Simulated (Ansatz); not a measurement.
## RbOs2: from a trial structure to a relaxed crystal

All numbers below come from DFT PBE, scalar-relativistic, plane waves, PAW (Ansatz 0.2.0). Cutoff 420 eV, Γ-centred k mesh, Gaussian smearing, no spin polarisation in the final step.

RbOs2 was placed on the cubic Laves (C15) structure type (Fd-3m, No. 227), with Rb in place of Mg, Os in place of Cu, at a guessed volume.

```
Rb Os
1.0
     0.00000    4.08679    4.08679
     4.08679    0.00000    4.08679
     4.08679    4.08679    0.00000
Rb Os
2 4
Cartesian
  0.0000 0.0000 0.0000
  2.0434 2.0434 2.0434
  5.1085 5.1085 5.1085
  5.1085 3.0651 3.0651
  3.0651 3.0651 5.1085
  3.0651 5.1085 3.0651
```

Steps on the 4×4×4 mesh (6 atoms). 5 of 5 steps are shown, and the free energy counts from the last. Trial steps that were taken back and renewals of the plane-wave basis can be among the rows.

| step | ΔF (meV/atom) | V (Å³/atom) | P (GPa) |
| --- | --- | --- | --- |
| 1 | 108.9 | 22.75 | -11.64 |
| 2 | 4.7 | 19.58 | 3.48 |
| 3 | -0.2 | 20.23 | -0.84 |
| 4 | -0.6 | 20.10 | -0.04 |
| 5 | 0.0 | 20.10 | -0.02 |

A final relaxation ran on a 8×8×8 mesh. The relaxed crystal, Fd-3m (No. 227):

```cif
data_structure
_symmetry_space_group_name_H-M 'Fd-3m:1'
_symmetry_Int_Tables_number 227
_cell_length_a 7.8402
_cell_length_b 7.8402
_cell_length_c 7.8402
_cell_angle_alpha 90.000
_cell_angle_beta 90.000
_cell_angle_gamma 90.000
_cell_volume 481.92
loop_
_atom_site_label
_atom_site_type_symbol
_atom_site_symmetry_multiplicity
_atom_site_Wyckoff_symbol
_atom_site_fract_x
_atom_site_fract_y
_atom_site_fract_z
_atom_site_occupancy
Rb1 Rb 8 b 0.00000 0.00000 0.50000 1
Os1 Os 16 c 0.12500 0.12500 0.12500 1
```

```json
{
  "Volume per atom": "20.08 Å³",
  "Density": "12.84 g/cm³",
  "Energy over the elements": "1.62 eV/atom",
  "Gap on the 8×8×8 mesh": "0 eV (a metal)"
}
```

Formation energies are uncorrected and refer to the elements' standard structures at the same level.

The final run used a 8×8×8 mesh on its 6-atom cell and 0.10 eV smearing. The k mesh leaves about 4 meV/atom of noise in metals. Spin–orbit coupling is left out.

Symmetry constrained the relaxation, so the result can be a saddle point.

Cost: 3 runs of about 1.2 core-minutes in all, on Arm Neoverse V1 (shared hosts).